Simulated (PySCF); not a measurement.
## One molecule, many functionals

Compound: silyl cyanide, CH₃NSi.
InChI=1S/CH3NSi/c2-1-3/h3H3

Linear-response calculations in the def2-SVPD basis (PySCF; singlets by full response, triplets Tamm–Dancoff, core orbitals frozen in the response; HF means time-dependent Hartree–Fock). 'Strongest' is the level of largest summed f among the singlets computed (10 roots, of which the last may lack a degenerate partner); it can jump between rows when another state enters that window. S1 is the lowest singlet of each run and needn't be the same state throughout; f(S1) is that of one state. Isolated species at its PBE0-D3(BJ)/def2-SVP geometry, gas phase.

```json
{"functional": "LDA", "kind": "LDA", "S1 (eV)": "6.82", "f(S1)": "0.000", "strongest (eV)": "8.14", "T1 (eV)": "5.97", "HOMO (eV)": "-8.67", "gap (eV)": "6.81", "ionisation energy, ΔSCF (eV)": "12.05"}
{"functional": "PBE", "kind": "GGA", "S1 (eV)": "6.88", "f(S1)": "0.000", "strongest (eV)": "8.17", "T1 (eV)": "5.80", "HOMO (eV)": "-8.52", "gap (eV)": "6.88", "ionisation energy, ΔSCF (eV)": "11.91"}
{"functional": "B3LYP", "kind": "global hybrid, 20% exact exchange", "S1 (eV)": "6.95", "f(S1)": "0.000", "strongest (eV)": "8.70", "T1 (eV)": "5.75", "HOMO (eV)": "-9.61", "gap (eV)": "8.73", "ionisation energy, ΔSCF (eV)": "12.19"}
{"functional": "PBE0", "kind": "global hybrid, 25% exact exchange", "S1 (eV)": "6.97", "f(S1)": "0.000", "strongest (eV)": "8.97", "T1 (eV)": "5.68", "HOMO (eV)": "-9.86", "gap (eV)": "9.20", "ionisation energy, ΔSCF (eV)": "12.21"}
{"functional": "BHandHLYP", "kind": "global hybrid, 50% exact exchange", "S1 (eV)": "6.81", "f(S1)": "0.000", "strongest (eV)": "9.43", "T1 (eV)": "5.55", "HOMO (eV)": "-11.05", "gap (eV)": "11.45", "ionisation energy, ΔSCF (eV)": "12.29"}
{"functional": "CAM-B3LYP", "kind": "range-separated hybrid", "S1 (eV)": "6.99", "f(S1)": "0.000", "strongest (eV)": "9.20", "T1 (eV)": "5.76", "HOMO (eV)": "-11.26", "gap (eV)": "11.75", "ionisation energy, ΔSCF (eV)": "12.43"}
{"functional": "wB97X-D", "kind": "range-separated hybrid", "S1 (eV)": "7.02", "f(S1)": "0.000", "strongest (eV)": "9.38", "T1 (eV)": "5.85", "HOMO (eV)": "-11.78", "gap (eV)": "12.91", "ionisation energy, ΔSCF (eV)": "12.40"}
{"functional": "HF", "kind": "Hartree–Fock", "S1 (eV)": "6.22", "f(S1)": "0.000", "strongest (eV)": "10.23", "T1 (eV)": "4.84", "HOMO (eV)": "-12.94", "gap (eV)": "14.91", "ionisation energy, ΔSCF (eV)": "not settled"}
```

Problem. What does LC-wPBE (range-separated hybrid) give?

Solution. S1 (eV) 7.10, f(S1) 0.000, strongest (eV) 9.85, T1 (eV) 5.73, HOMO (eV) -12.73, gap (eV) 14.38, ionisation energy, ΔSCF (eV) 12.69. S1 runs from 6.22 eV (HF) to 7.10 eV (LC-wPBE), a spread of 0.88 eV, while the orbital gap spreads over 8.1 eV. −ε(HOMO) comes closest to its own ΔSCF ionisation energy with LC-wPBE (+0.03 eV) and misses most with LDA (-3.39 eV). 'Not settled' means that the ion's SCF failed to converge or may have ended in another state than the lowest.
